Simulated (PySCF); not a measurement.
# Working out the ionisation energy of F

F [He] 2s2 2p5 (2P) → F+ [He] 2s2 2p4 (3P). Calculation: PySCF 2.14, in jorge-DZP-DKH; the spin-free X2C one-electron Hamiltonian (Gaussian nucleus). Frozen: 1s2. Energies in hartree (1 hartree = 27.21139 eV):

```csv
part,F (lower),F+ (upper)
UHF,-99.483874,-98.907506
CCSD correlation,-0.143526,-0.103459
(T),-0.001656,-0.000882
```

**Question.** What does Hartree-Fock give?

**Answer.** (-98.907506) − (-99.483874) = 0.576368 hartree = 15.684 eV.

**Question.** What do CCSD and CCSD(T) give?

**Answer.** The CCSD correlation energies differ by 0.040067 hartree = 1.090 eV and the triples by 0.000774 hartree = 0.021 eV, so CCSD gives 16.774 eV and CCSD(T) 16.795 eV.

Measured between the centres of the two terms (NIST): 17.427 eV, so CCSD(T) (valence) is off by -0.632 eV.

A double-zeta basis recovers only part of the correlation energy.

What remains against the reference includes basis incompleteness, the frozen core and higher excitations.
